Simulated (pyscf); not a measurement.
This saddle point was located with ωB97X-D3(BJ)/def2-SVP in PySCF.

```xyz
10

C     -1.8648    -0.7821     0.3195
Si    -0.2995    -0.0913     1.1548
H     -1.6127    -1.4403    -0.5314
H     -2.4358     0.0679    -0.1024
H     -2.5249    -1.3289     1.0097
H     -0.8330     1.9606    -1.5592
C      0.5530     0.5709    -0.3887
H     -0.2774     1.3552    -0.9625
H      1.4546     1.1877    -0.2576
H      0.7154    -0.1790    -1.1830
```
Charge 0, spin multiplicity 2.

Surface: doublet, charge 0. Lowest wavenumbers (cm⁻¹): 1468i, 80, 132, 220, 318.

Question: What reaction is this the transition state of?

Answer: H₃C–Si:–CH₃ (SMILES C[Si]C) [singlet] + H• (SMILES [H]) <-> [H₂C=Si–CH₃]• (SMILES C=[Si]C) + H₂ (SMILES [H][H]), a hydrogen abstraction read from left to right: C–H broken and H–H formed. At ωB97M-D3(BJ)/def2-TZVP it lies +30.6 kJ/mol from the left side and +78.4 kJ/mol from the right (each side as separated species at their lowest minima found). The same reactants have a lower exit, to H₃C–SiH•–CH₃ (no saddle found, reaction energy -286.0 kJ/mol at ωB97M-D3(BJ)/def2-TZVP, against +30.6 kJ/mol here). H₃C–Si:–CH₃ [singlet] lies 30.9 kJ/mol over its isomer H₂C=CH–SiH₃ (electronic energy, ωB97M-D3(BJ)/def2-TZVP). [H₂C=Si–CH₃]• lies 36.7 kJ/mol over its isomer H₂C=CH–SiH₂• (electronic energy, ωB97M-D3(BJ)/def2-TZVP). One saddle was located; it need not be the lowest between these sides. The angle at the transferred H is 170°.
